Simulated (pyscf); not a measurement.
Thermochemistry of product channels of SbH₃ + CH₃• on the doublet surface, in eV, from CCSD(T)/def2-TZVPP + ΔMP2(QZVPP) energies (ideal gas, 1 atm, RRHO with modes under 100 cm⁻¹ raised to 100, one conformer, R ln 2 for chiral ones without a mode under 150 cm⁻¹). Single points on ωB97X-D3(BJ)/def2-SVP structures (PySCF, gas phase). Correlated levels are frozen-core, on RHF or UHF. ΔMP2 is the change of the MP2 total energy from the triple- to the quadruple-zeta basis.

| products | ΔE | ΔH(298 K) | ΔG(600 K) | ΔG(900 K) |
|---|---|---|---|---|
| SbH₂• + CH₄ | -1.78 | -1.61 | -1.55 | -1.50 |
| H₃C–SbH₂ + H• | [?] | +0.40 | +0.58 | +0.64 |

**Question.** Some entries are withheld; supply them.

**Answer.** 
- H₃C–SbH₂ + H•, ΔE: +0.39

These are energies of the channels, which say nothing of barriers. The CCSD(T) − MP2 part came from Ansatz, without density fitting, on the same reference. The frozen core leaves the outer d or s,p core shells of the metals and heavy elements correlated in the MP2 and CC values, and def2-TZVPP describes them poorly, which can shift differences by a few kcal/mol. Elements past Kr carry the def2 core potentials, without spin-orbit coupling.
